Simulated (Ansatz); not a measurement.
A nudged elastic band was laid between two geometries of CH₂BN (5 atoms, charge 0, multiplicity 1).

Method: RKS PBE0-D4/def2-SVP (Ansatz 0.2.0).

```
movable images  : 5
climbing image  : yes
spring          : 5.0 eV/Å²
optimiser       : quadratic models (default)
start path      : through a guess of the saddle point
force threshold : 0.03 eV/Å
iteration limit : 60
end points      : relaxed
```

First end point:

```xyz
5
Properties=species:S:1:pos:R:3
B -0.745 1.227 -0.318
C -0.530 -0.368 -0.148
N 0.462 0.381 0.124
H -0.608 -1.461 -0.102
H 1.421 0.220 0.443
```

Last end point:

```xyz
5
Properties=species:S:1:pos:R:3
B -0.576 -0.417 -0.159
C -0.462 1.128 -0.222
N 0.544 0.324 0.154
H -1.014 -1.523 -0.228
H 1.508 0.489 0.454
```

Question: Which bonds break or form, and what moves?

Answer: Bonds broken: C2–H4. Bonds formed: B1–H4.

Question: What energy profile does the band end with?

Answer: The forces met the threshold. The highest image is number 3 of 0 to 6, 21.3 kcal/mol above the first end and 51.2 kcal/mol above the last; the last end lies 29.9 kcal/mol below the first. The profile has 3 maxima (images 1, 3, 5) with wells between them (images 2, 4): this band takes more than one step, which may be the mechanism or a detour left from its start path. Neighbouring images differ by up to 1.7 eV, so the band resolves the path poorly. A vibrational analysis at the climbing image gives one clearly imaginary mode, 739i cm⁻¹: a first-order saddle point. The orbitals stay closed-shell, which can raise the energy where a bond breaks towards radicals; this wasn't checked here.

| image | path coordinate (Å) | energy (kcal/mol) | C2–H4 (Å) | B1–H4 (Å) |
| --- | --- | --- | --- | --- |
| 0 | 0.00 | 0.0 | 1.10 | 2.70 |
| 1 | 1.15 | 13.0 | 1.12 | 1.95 |
| 2 | 2.29 | 5.3 | 2.09 | 1.19 |
| 3 | 3.44 | 21.3 | 2.60 | 1.19 |
| 4 | 4.54 | -16.8 | 2.56 | 1.18 |
| 5 | 5.64 | 1.8 | 2.48 | 1.18 |
| 6 | 6.75 | -29.9 | 2.71 | 1.19 |

Question: What is the geometry of the highest image?

Answer: 
```xyz
5
Properties=species:S:1:pos:R:3:forces:R:3
B -0.857 -0.451 -0.222 0.00 0.00 0.00
C 0.470 -0.763 0.204 0.00 0.00 0.00
N 0.648 0.470 0.582 0.00 0.01 0.00
H -1.822 -0.091 -0.816 0.00 0.00 0.00
H 1.561 0.836 0.252 0.00 0.00 0.00
```

Run time: 4.2 min on 1 thread of Intel(R) Xeon(R) Processor @ 2.70GHz, on a shared host, peak memory 0.11 GiB.
